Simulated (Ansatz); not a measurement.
We consider rock-salt ZrC, described by PBEsol (Ansatz, a program for electronic structure, plane waves, PAW).

Run with plane-wave cutoff 500 eV, 14×14×14 k mesh, Fermi–Dirac smearing 0.05 eV, scalar-relativistic PAW data made under PBE.

Computed at the level's own relaxed cell.

Give the computed volume per atom and lattice parameter a.


volume per atom: 12.72 Å³/atom
lattice parameter a: 4.669 Å

Measured, for comparison: equilibrium volume per atom 12.95 Å³/atom, lattice constant a 4.696 Å (temperature not stated, not corrected to a static lattice; as tabulated in Zhang et al. (2018), doi:10.1088/1367-2630/aac7f0). Computed (rounded) less measured: equilibrium volume per atom -1.8 %, lattice constant a -0.6 %. A static lattice is as a rule a little smaller and stiffer than an uncorrected measurement, which narrows the difference in the equilibrium volume per atom, lattice constant a and would widen misses of the other sign.

Static lattice: no zero-point or thermal effects.

Computing time: about 13 core-seconds (a rough figure).
